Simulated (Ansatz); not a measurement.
# SiH₅ (doublet): wave-function methods side by side at distance Si1–H5 along a hydrogen transfer = 2.115 Å, 6-31G

How much of the correlation energy of SiH₅ (doublet) does each wave-function method recover here?

Method: 6-31G, core rule «outside noble gas», up to 5 orbitals frozen; program: Ansatz 0.2.0, Gaussian basis.

The runs, in order: UHF; CCSD(T) on ROHF; CCSD(T) on UHF; BCCD(T) on ROHF; CISD; CCSDT(Q) on ROHF; CCSDT(Q) on UHF; CCSDTQ on ROHF; CASSCF and MRCISD+Q, 3 electrons in 3 orbitals; CASSCF and NEVPT2, 3 electrons in 3 orbitals; CASSCF and MRCISD+Q, 9 electrons in 9 orbitals; CASSCF and NEVPT2, 9 electrons in 9 orbitals; Full CI.

10 further runs of the same task are left out: 5 that didn't finish, 5 set aside as unsound or not needed.

## Step 1: The system

The geometry derives from fragments relaxed apart (PBE0/def2-TZVP) and kept rigid, so it is no stationary point. A hydrogen atom is moved between rigid fragments.

6 atoms, charge 0, spin multiplicity 2.

Atoms are counted from 1 here; the program's logs count them from 0.

Bond lengths: Si1–H2 1.485 Å, Si1–H3 1.485 Å, Si1–H4 1.485 Å, H5–H6 0.745 Å. Angles: H2–Si1–H3 109.5°, H2–Si1–H4 109.5°, H3–Si1–H4 109.5°.

Geometry (Å):

```xyz
6

Si   -0.10621    0.00000    0.00000
H    -0.60108    1.39971    0.00000
H    -0.60108   -0.69985    1.21218
H    -0.60108   -0.69985   -1.21218
H     2.00879    0.00000    0.00000
H     2.75379    0.00000    0.00000
```

## Step 2: UHF

in.yaml reads:

```yaml
crystal:
  periodic: [false, false, false]
  atoms:
    - {symbol: Si, position_ang: [-0.106206, 0.000000, 0.000000]}
    - {symbol: H, position_ang: [-0.601078, 1.399708, 0.000000]}
    - {symbol: H, position_ang: [-0.601078, -0.699854, 1.212183]}
    - {symbol: H, position_ang: [-0.601078, -0.699854, -1.212183]}
    - {symbol: H, position_ang: [2.008794, 0.000000, 0.000000]}
    - {symbol: H, position_ang: [2.753794, 0.000000, 0.000000]}
basis:
  gaussian: {orbitals: 6-31G}
magnetization: {spin_polarized: true, initial_magnetization: 1}
hamiltonian: {xc: hf}
output: {orbitals: {seedname: orbitals}}
```

Command:

```bash
$ ansatz run in.yaml --threads 1 --pin off --events-out ev --progress --plain --max-ram 2393MiB
```

The runs that follow: CCSD(T) on ROHF; CCSD(T) on UHF; BCCD(T) on ROHF; CISD; CCSDT(Q) on ROHF; CCSDT(Q) on UHF; CCSDTQ on ROHF; CASSCF and MRCISD+Q, 3 electrons in 3 orbitals; CASSCF and NEVPT2, 3 electrons in 3 orbitals; CASSCF and MRCISD+Q, 9 electrons in 9 orbitals; CASSCF and NEVPT2, 9 electrons in 9 orbitals; Full CI.

Q: Predict the results of all the runs planned. Wanted: FCI below the RHF energy; RMP2 from FCI; UMP2 from FCI; RCCSD from FCI; RCCSD(T) from FCI; UCCSD(T) from FCI; RCCSDT(Q) from FCI; UCCSDT(Q) from FCI; NEVPT2 pair from FCI.

As calculated:

| quantity | value |
| --- | --- |
| FCI below the RHF energy | -2.6584 eV |
| RMP2 from FCI | +783.1 meV |
| UMP2 from FCI | +770.9 meV |
| RCCSD from FCI | +34.6 meV |
| RCCSD(T) from FCI | +10.5 meV |
| UCCSD(T) from FCI | +10.6 meV |
| RCCSDT(Q) from FCI | +0.3 meV |
| UCCSDT(Q) from FCI | +0.2 meV |
| NEVPT2 pair from FCI | +647.0 meV |
| NEVPT2 valence from FCI | +235.5 meV |
| MRCISD+Q valence from FCI | +13.5 meV |
| levels within 1 kcal/mol (43 meV) | RCCSD, UCCSD, RCCSD(T), UCCSD(T), BCCD(T), RCCSDT, UCCSDT, RCCSDT(Q), UCCSDT(Q), RCCSDTQ, MRCISD valence, MRCISD+Q valence |
| T1 diagnostic | 0.015 |
| effectively unpaired electrons | 1.03 |

In words: RCCSD(T) lands +10.5 meV from the yardstick (0.4 % of the correlation energy). One determinant dominates. Of the multireference levels listed MRCISD+Q valence comes nearest in total energy (+13.5 meV), which doesn't show that its space is the better one. These misses are within one basis, not against nature; the frozen cores of restricted and unrestricted runs differ, which can shift their rows.
